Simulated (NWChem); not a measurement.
## Atomisation of water (H2O)

SMILES: O
```xyz
3

O      0.0000     0.0000    -0.1202
H      0.7570     0.0000     0.4809
H     -0.7570     0.0000     0.4809
```
Charge 0, spin multiplicity 1.

Everything below was run with NWChem. All single points use one geometry, from B3LYP/def2-SVP, a minimum by its harmonic frequencies.

Basis set: def2-TZVP. The atomisation energy is electronic alone: no zero-point, thermal, spin-orbit or counterpoise terms. No value is extrapolated to the basis-set limit. Free atoms are single determinants with multiplicities O 3, H 2.

B3LYP has NWChem's definition, with VWN1-RPA local correlation. No SCF solution was tested for a lower state. Open-shell Hartree-Fock references start from PBE0 orbitals.

Q: Order these methods by the atomisation energy they give, lowest first: HF, LDA (SVWN5), BP86, B3LYP.

A: HF (152.4 kcal/mol), B3LYP (227.3 kcal/mol), BP86 (236.4 kcal/mol), LDA (SVWN5) (262.8 kcal/mol)
